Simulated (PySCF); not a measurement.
Gas-phase reaction: C4H8 (isobutene) + 2 C2H6 = 2 C4H10 (isobutane)

Computed with PySCF and rigid-rotor harmonic-oscillator thermochemistry at 1 bar. The comparison is the NASA 1993 polynomial table, which mixes measured and estimated data. † marks an energy on the PBE0/def2-TZVP geometry and frequencies. All species are closed-shell singlets.

Levels: a) r2SCAN/def2-TZVP†; b) LDA/def2-TZVP†; c) PBE/def2-TZVP†; d) BLYP/def2-TZVP†.

Question: Order the levels by the distance of their ΔH°(298 K) from the table for this reaction, closest first.

Answer: a (+4 kJ), c (+16 kJ), b (-34 kJ), d (+52 kJ)

The table gives -85 kJ. The order holds for this reaction alone, and for the 1993 entries, some of which have been revised since.
